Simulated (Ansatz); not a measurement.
in.yaml

```yaml
crystal:
  periodic: [false, false, false]
  atoms:
    - {symbol: Cl, position_ang: [0.000000, -1.659843, 0.000000]}
    - {symbol: Ge, position_ang: [0.000000, 0.405055, 1.216973]}
    - {symbol: Ge, position_ang: [0.000000, 0.405055, -1.216973]}
basis:
  gaussian: {orbitals: cc-pVTZ}
magnetization: {spin_polarized: false, initial_magnetization: 3}
correlation: {method: ccsd_t, electrons: outside_noble_gas}
output: {forces: true}
```

```sh
$ ansatz run in.yaml --threads 2 --pin off --events-out ev --progress --plain --max-ram 24576MiB --backend cuda --devices 0, --max-vram 18GiB
```

The program prints:

```
783 factors; integrals over basis functions are off by at most 7.7e-4 eV
mean field evaluation 1: about -125450.3241 eV, gradient 1.1e1 eV
mean field evaluation 2: about -125450.4783 eV, gradient 1.2e1 eV
mean field evaluation 4: about -125451.1738 eV, gradient 1.4e0 eV
mean field evaluation 8: about -125451.2077 eV, gradient 1.8e-1 eV
mean field evaluation 16: about -125451.2086 eV, gradient 6.8e-3 eV
mean field evaluation 32: about -125450.9828 eV, gradient 1.3e0 eV
mean field evaluation 64: about -125451.3543 eV, gradient 1.1e0 eV
mean field evaluation 96: about -125452.8173 eV, gradient 1.8e-6 eV
mean field evaluation 128: about -125450.7893 eV, gradient 1.3e-1 eV
mean field evaluation 160: about -125449.0577 eV, gradient 1.3e-3 eV
...
cycle   3  -10.22007586 eV  change    4.8e-4 eV  update   1.7e-3
cycle   4  -10.22101338 eV  change   -9.4e-4 eV  update   7.8e-4
cycle   5  -10.22117736 eV  change   -1.6e-4 eV  update   4.3e-4
cycle   6  -10.22116502 eV  change    1.2e-5 eV  update   1.6e-4
cycle   7  -10.22119076 eV  change   -2.6e-5 eV  update   6.7e-5
cycle   8  -10.22120360 eV  change   -1.3e-5 eV  update   2.8e-5
cycle   9  -10.22119435 eV  change    9.2e-6 eV  update   1.1e-5
cycle  10  -10.22119405 eV  change    3.1e-7 eV  update   4.6e-6
cycle  11  -10.22119554 eV  change   -1.5e-6 eV  update   1.7e-6
cycle  12  -10.22119558 eV  change   -3.9e-8 eV  update   6.5e-7
perturbative correction -0.51128924 eV, -0.0187895332 hartree
the calculation of the forces begins
Total energy: -125463.54978710 eV, -4610.7004124274 hartree
Atom 0 at     0.000000    -1.659843     0.000000 Å, force    -0.000000    -0.249249    -0.000000 eV/Å
Atom 1 at     0.000000     0.405055     1.216973 Å, force    -0.000000     0.124625     2.121589 eV/Å
Atom 2 at     0.000000     0.405055    -1.216973 Å, force     0.000000     0.124625    -2.121589 eV/Å
Dipole moment:    -0.000000     0.202177    -0.000000 e Å
```

Forces (eV/Å):
```
Cl   0.000 -0.249  0.000
Ge   0.000  0.125  2.122
Ge   0.000  0.125 -2.122
```

Ran on 2 threads of AMD EPYC 7R13 with a shared H100 80 GB, shared host: 12 s wall, 1.1 GiB peak host memory.
